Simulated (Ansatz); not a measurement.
Input file:

```yaml
crystal:
  periodic: [false, false, false]
  atoms:
    - {symbol: S, position_ang: [0.000000, 0.000000, 0.000000]}
    - {symbol: Na, position_ang: [0.000000, 0.000000, 2.855900]}
basis:
  gaussian: {orbitals: aug-cc-pVDZ}
total_charge: 1
magnetization: {spin_polarized: false, initial_magnetization: 2}
correlation: {method: ccsd_t, electrons: valence}
scf: {omitted_lower_state_checks: [cluster_reference]}
```

```sh
$ ansatz run in.yaml --threads 1 --pin off --events-out ev --progress --plain --max-ram 2393MiB
```

The program prints:

```
these checks for a lower state are left out or cut short: cluster_reference
533 factors; integrals over basis functions are off by at most 5.7e-4 eV
mean field evaluation 1: about -15215.7549 eV, gradient 1.1e1 eV
mean field evaluation 2: about -15215.7600 eV, gradient 1.0e1 eV
mean field evaluation 4: about -15216.1461 eV, gradient 5.0e-1 eV
mean field evaluation 8: about -15216.1484 eV, gradient 9.5e-5 eV
mean field evaluation 16: about -15215.6340 eV, gradient 8.3e-2 eV
mean field evaluation 32: about -15216.1439 eV, gradient 2.0e-1 eV
mean field evaluation 64: about -15215.6343 eV, gradient 1.9e-4 eV
mean field -15216.14844076 eV, -559.1831413219 hartree, gradient 1.8e-6 eV, S^2 2.000000; 9 other end points of the search recorded, 0 dependent functions left out
6 core orbitals not correlated: weight in the atoms' cores, before any rotation towards them, 1.000 or more for the frozen orbitals, at most 0.000 for the correlated occupied ones
reference -15216.14844076 eV, -559.1831413219 hartree; 8, 6 occupied and 40, 42 virtual orbitals, 533 factors
second order -2.54371301 eV of doubles, -0.08555730 eV of singles
cycle   1  -3.03054657 eV  change   -4.0e-1 eV  update   4.0e-2
cycle   2  -3.13301629 eV  change   -1.0e-1 eV  update   1.3e-2
cycle   3  -3.14068040 eV  change   -7.7e-3 eV  update   3.7e-3
cycle   4  -3.14094277 eV  change   -2.6e-4 eV  update   1.2e-3
cycle   5  -3.14082070 eV  change    1.2e-4 eV  update   5.9e-4
cycle   6  -3.14080842 eV  change    1.2e-5 eV  update   2.4e-4
cycle   7  -3.14085086 eV  change   -4.2e-5 eV  update   1.0e-4
cycle   8  -3.14086445 eV  change   -1.4e-5 eV  update   3.7e-5
cycle   9  -3.14085999 eV  change    4.5e-6 eV  update   1.4e-5
perturbative correction -0.05950120 eV, -0.0021866289 hartree
Total energy: -15219.34880195 eV, -559.3007524265 hartree
Checks for a lower state left out: cluster_reference
```

Ran on 1 thread of Arm Neoverse V1, shared host: 2.4 s wall, 0.14 GiB peak host memory.
